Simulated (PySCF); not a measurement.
C2H5O, SMILES CC[O] (connectivity only; charge and spin as stated), charge -1, multiplicity 1.

The structure is a stationary point at ωB97X-D3(BJ)/def2-SVPD. The spin state was assumed, not searched. The isomer is the one that the SMILES or the coordinates give; other isomers of the formula were not compared.

These are ωB97X/def2-TZVPD (PySCF) values and carry that method's errors.

Symmetry labels are those of the subgroup Cs that the program uses (full group Cs).

Computed valence orbital energies around the gap with their symmetry:
```json
[
 {"orbital": "HOMO−7", "symmetry": "A'", "energy (eV)": "-13.27"},
 {"orbital": "HOMO−6", "symmetry": "A\"", "energy (eV)": "-9.64"},
 {"orbital": "HOMO−5", "symmetry": "A'", "energy (eV)": "-9.08"},
 {"orbital": "HOMO−4", "symmetry": "A'", "energy (eV)": "-7.49"},
 {"orbital": "HOMO−3", "symmetry": "A\"", "energy (eV)": "-6.97"},
 {"orbital": "HOMO−2", "symmetry": "A'", "energy (eV)": "-6.19"},
 {"orbital": "HOMO−1", "symmetry": "A'", "energy (eV)": "-2.02"},
 {"orbital": "HOMO", "symmetry": "A\"", "energy (eV)": "-1.95"},
 {"orbital": "LUMO", "symmetry": "A'", "energy (eV)": "5.89"},
 {"orbital": "LUMO+1", "symmetry": "A'", "energy (eV)": "6.47"},
 {"orbital": "LUMO+2", "symmetry": "A'", "energy (eV)": "7.26"},
 {"orbital": "LUMO+3", "symmetry": "A\"", "energy (eV)": "7.29"}
]
```
